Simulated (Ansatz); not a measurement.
C4H4O (`C=C1CC1=O`), relaxed with RKS PBE-D4/def2-SVP in the Gaussian-basis code of Ansatz from a rough embedded geometry. The force threshold is 0.03 eV/Å; the program also tests the step.

The species carries charge 0 and has multiplicity 1.

Start:

```xyz
9

C     0.772    1.311    0.099
C     0.177    0.216    0.118
C    -0.696   -0.657   -0.635
C    -0.168   -1.075    0.728
O    -0.174   -1.854    1.514
H     1.423    1.685    0.960
H     0.711    2.024   -0.721
H    -0.265   -1.241   -1.429
H    -1.779   -0.408   -0.634
```

**Question.** By how much does the energy fall, and how many steps does the optimiser take? (Best estimate.)

**Answer.** Ansatz gave: 102.54 kJ/mol, in 6 steps, 1 of them rejected.

**Question.** Which bonds change most? (Best estimate.)

**Answer.** The calculation gave: C4–O5 from 1.107 to 1.210 Å; C1–C2 from 1.247 to 1.340 Å; C2–C3 from 1.446 to 1.522 Å; C1–H6 from 1.143 to 1.102 Å.

**Question.** Give the relaxed structure. (Best estimate.)

**Answer.** The calculation gave: 
```xyz
9

C     0.822    1.382    0.135
C     0.184    0.204    0.135
C    -0.741   -0.725   -0.639
C    -0.179   -1.058    0.723
O    -0.120   -1.855    1.631
H     1.452    1.682    0.989
H     0.739    2.082   -0.714
H    -0.345   -1.254   -1.530
H    -1.813   -0.458   -0.729
```
